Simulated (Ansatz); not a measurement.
# SiNHO+ (quartet): wave-function methods side by side, def2-QZVPP

An exercise on one series of results from a longer session: the logs are not shown, and one member is left open.

Program: Ansatz 0.2.0, Gaussian basis. Level of theory: def2-QZVPP, core rule «outside noble gas», up to 7 orbitals frozen. These are calculated values, not measurements.

The runs, in order: UHF; ROHF; CCSD(T) on UHF.

2 further runs of the same task are left out: 2 set aside as unsound or not needed.

### The geometry

The geometry is a PBE0/def2-TZVP stationary point (not a proven minimum) of the parent state, kept for this charge and spin.

4 atoms, charge 1, spin multiplicity 4.

Atoms are counted from 1 here; the program's logs count them from 0.

Bond lengths: O1–N2 1.340 Å, O1–H4 0.970 Å, N2–Si3 1.779 Å. Angles: N2–O1–H4 105.4°, O1–N2–Si3 115.0°.

The first run:

in.yaml reads:

```yaml
crystal:
  periodic: [false, false, false]
  atoms:
    - {symbol: O, position_ang: [0.000000, 0.337434, 1.469190]}
    - {symbol: N, position_ang: [0.000000, -0.573001, 0.485749]}
    - {symbol: Si, position_ang: [0.000000, 0.099776, -1.161533]}
    - {symbol: H, position_ang: [0.000000, -0.173786, 2.294129]}
basis:
  gaussian: {orbitals: "def2-QZVPP.json"}
total_charge: 1
magnetization: {spin_polarized: true, initial_magnetization: 3}
hamiltonian: {xc: hf}
output: {orbitals: {seedname: orbitals}}
```

On the command line:

```bash
ansatz run in.yaml --threads 1 --pin off --events-out ev --progress --plain --max-ram 2393MiB
```

Among the steps run: UHF; ROHF; CCSD(T) on UHF.

One table of the session follows, with a row left open; its other results are not shown here.

| method | from UCCSD(T) (kJ/mol) |
| --- | --- |
| ROHF | +1442.9 |
| UHF | +1405.6 |
| UMP2 | ? |
| UCCSD | +65.2 |
| UCCSD(T) | 0 |

**Question.** Estimate the row for UMP2.

The run gave: from UCCSD(T) (kJ/mol): +139.8. In the column «from UCCSD(T) (kJ/mol)» it lies between UCCSD (+65.2) and UHF (+1405.6).
